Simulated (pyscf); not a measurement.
# Concerted two-bond exchange: `[F][Sn][F]` [singlet] + `[SH2]` -> `[F][Sn]([F])=[S]` + `[H][H]`

Gas phase, singlet surface, charge 0. Bonds broken: S4–H5, S4–H6. Bonds formed: Sn2–S4, H5–H6. Single points on ωB97X-D3(BJ)/def2-SVP structures (PySCF, gas phase).

Transition state (Å):

```xyz
6

F      3.0533     0.6300    -1.5646
Sn     2.4367     0.1399     0.2073
F      2.8575     1.8299     1.0591
S      0.1961    -0.9594     0.5526
H     -1.4374    -1.2887     0.1257
H     -1.4914    -0.9357     0.8848
```

One imaginary mode, 795i cm⁻¹; descent along it reached the two sides named, in the forms told below.

```csv
bond,change,reactant side (Å),saddle,product side
S4–H5,breaks,1.352,1.720,3.5
S4–H6,breaks,1.352,1.720,3.5
Sn2–S4,forms,2.9,2.520,2.188
H5–H6,forms,1.948,0.839,0.760
```

Electronic energies relative to the separated reactants (eV):

```csv
level,barrier,reaction energy,reverse barrier
ωB97X-D3(BJ)/def2-TZVP,2.58,+1.30,1.28
PBE/def2-TZVP,2.18,+1.41,0.77
r²SCAN/def2-TZVP,2.35,+1.34,1.00
B3LYP-D3(BJ)/def2-TZVP,2.45,+1.54,0.91
PBE0-D3(BJ)/def2-TZVP,2.41,+1.43,0.98
M06-2X/def2-TZVP,2.51,+1.24,1.27
ωB97M-D3(BJ)/def2-TZVP,2.71,+1.58,1.13
HF/def2-TZVP,3.32,+1.65,1.67
```

With ωB97M-D3(BJ)/def2-TZVP energies and thermal terms (ideal gas, 1 atm, RRHO with modes under 100 cm⁻¹ raised to 100, one conformer, R ln 2 for chiral ones without a mode under 150 cm⁻¹), in eV:

| T (K) | ΔH‡ | ΔG‡ | ΔH | ΔG |
|---|---|---|---|---|
| 298 | 2.65 | 3.06 | +1.52 | +1.63 |
| 600 | 2.69 | 3.47 | +1.57 | +1.73 |
| 900 | 2.73 | 3.86 | +1.61 | +1.80 |
| 1200 | 2.77 | 4.23 | +1.63 | +1.86 |

On the reactant side the descent ends in an adduct with a S–Sn contact, 0.63 eV under the separated species and 3.21 eV under the saddle at ωB97X-D3(BJ)/def2-TZVP. What is counted as formed (S–Sn) is already present as a longer contact in the reactant adduct; forming that adduct is a step of its own. The same reactants have a lower exit, to HF + F–Sn:–SH [singlet] (highest point, the separated products, at +0.21 eV at ωB97M-D3(BJ)/def2-TZVP, against +2.71 eV here). This is the saddle that the search found; another between the same sides may lie lower. Elements past Kr carry the def2 core potentials, without spin-orbit coupling.
